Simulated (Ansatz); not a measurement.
# Al₃H+ (quartet): from Hartree-Fock to the top rungs, cc-pVDZ

One table from this session's results is given with a row withheld; the runs are named, their logs left out.

The runs use Ansatz 0.2.0, Gaussian basis; cc-pVDZ, core rule «outside noble gas», up to 15 orbitals frozen.

The runs, in order: UHF; CCSD(T) on ROHF; CCSD(T) on UHF; BCCD(T) on ROHF; CISD as a restricted active space (open shells left free, so some higher excitations enter); CCSDT(Q) on ROHF; CCSDT(Q) on UHF; CASSCF and NEVPT2, 9 electrons in 11 orbitals.

23 further runs of the same task are left out: 10 that didn't finish, 13 set aside as unsound or not needed. Runs told in other sessions of the task aren't counted.

## The system

The geometry is a PBE0/def2-TZVP stationary point (not a proven minimum) of the parent state, kept for this charge and spin.

4 atoms, charge 1, spin multiplicity 4.

Atoms are counted from 1 here; the program's logs count them from 0.

Bond lengths: Al1–Al2 2.593 Å, Al1–H4 1.950 Å, Al2–Al3 2.593 Å, Al2–H4 1.874 Å, Al3–H4 1.950 Å. Angles: Al2–Al1–H4 46.1°, Al1–Al2–Al3 97.1°, Al1–Al2–H4 48.5°, Al3–Al2–H4 48.5°, Al2–Al3–H4 46.1°, Al1–H4–Al2 85.4°, Al1–H4–Al3 170.8°, Al2–H4–Al3 85.4°.

Set-up of the first run:

The input, in.yaml:

```yaml
crystal:
  periodic: [false, false, false]
  atoms:
    - {symbol: Al, position_ang: [0.000000, 0.563450, 1.943331]}
    - {symbol: Al, position_ang: [0.000000, -1.153806, 0.000000]}
    - {symbol: Al, position_ang: [0.000000, 0.563450, -1.943331]}
    - {symbol: H, position_ang: [0.000000, 0.720211, 0.000000]}
basis:
  gaussian: {orbitals: cc-pVDZ}
total_charge: 1
magnetization: {spin_polarized: true, initial_magnetization: 3}
hamiltonian: {xc: hf}
output: {orbitals: {seedname: orbitals}}
```

Started as:

```console
$ ansatz run in.yaml --threads 1 --pin off --events-out ev --progress --plain --max-ram 2393MiB
```

Steps of the session up to this table: UHF; CCSD(T) on ROHF; CCSD(T) on UHF; BCCD(T) on ROHF; CISD as a restricted active space (open shells left free, so some higher excitations enter); CCSDT(Q) on ROHF; CCSDT(Q) on UHF; CASSCF and NEVPT2, 9 electrons in 11 orbitals.

One of the session's tables, all rows but one given; the rest of the session is left out.

| method | from RCCSDT(Q) (kJ/mol) |
| --- | --- |
| ROHF | +496.0 |
| UHF | +481.3 |
| RMP2 | +124.0 |
| UMP2 | +126.5 |
| CISD | +76.7 |
| RCCSD | +42.0 |
| UCCSD | +41.0 |
| RCCSD(T) | +9.9 |
| UCCSD(T) | +10.1 |
| BCCD(T) | +9.9 |
| RCCSDT | ? |
| UCCSDT | +3.3 |
| RCCSDT(Q) | 0 |
| UCCSDT(Q) | -0.2 |
| CASSCF frontier | +276.8 |
| NEVPT2 frontier | +80.5 |

Estimate the missing values for RCCSDT.

**Answer.** from RCCSDT(Q) (kJ/mol): +3.5. In the column «from RCCSDT(Q) (kJ/mol)» it lies between UCCSDT (+3.3) and RCCSD(T) (+9.9).

Caveats from the session: Warnings: spin contamination; coupled cluster took another determinant than the lowest; large T1 diagnostic. Restricted and unrestricted rows rest on different reference determinants; a gap between their highest levels can come from leftover correlation error, from unlike frozen cores or from another state.
